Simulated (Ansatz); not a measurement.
Relaxation of BClH₂O (5 atoms, charge 0, multiplicity 1), to a largest force component of 0.02 eV/Å in at most 40 steps.

Theory: RKS PBE0/cc-pVDZ in Ansatz 0.2.0.

```xyz
5
Properties=species:S:1:pos:R:3:forces:R:3
B 0.000 0.000 0.000 0.53 -0.07 -1.92
H 0.000 0.000 1.190 -0.35 0.08 0.33
O 1.221 0.000 -0.705 -1.26 -1.93 0.49
H 1.521 -0.952 -0.860 -0.46 1.88 0.20
Cl -1.611 0.000 -0.930 1.54 0.04 0.91
```

Problem. Where does it end, and by what steps?

Solution. The forces met the threshold. After 11 steps the energy has fallen by 0.786 eV; H4 moved furthest, 0.58 Å.

| step | energy less start (eV) | largest force component (eV/Å) | accepted |
| --- | --- | --- | --- |
| 0 | 0.0000 | 1.928 | yes |
| 1 | -0.1574 | 1.064 | yes |
| 2 | -0.1998 | 0.384 | yes |
| 3 | -0.2121 | 0.332 | yes |
| 4 | -0.2594 | 0.935 | yes |
| 5 | -0.4466 | 1.671 | yes |
| 6 | -0.6750 | 0.903 | yes |
| 7 | -0.7304 | 1.171 | yes |
| 8 | -0.7675 | 0.432 | yes |
| 9 | -0.7862 | 0.079 | yes |
| 10 | -0.7863 | 0.053 | yes |
| 11 | -0.7863 | 0.001 | yes |

```xyz
5
Properties=species:S:1:pos:R:3
B 0.043 -0.065 0.090
H -0.106 0.275 1.230
O 1.274 -0.370 -0.352
H 1.284 -0.632 -1.283
Cl -1.364 -0.160 -0.989
```

Whether the end is a true minimum wasn't checked by a vibrational analysis.

Run time: 19 s on 1 thread of Arm Neoverse V1, on a shared host, peak memory 0.12 GiB.
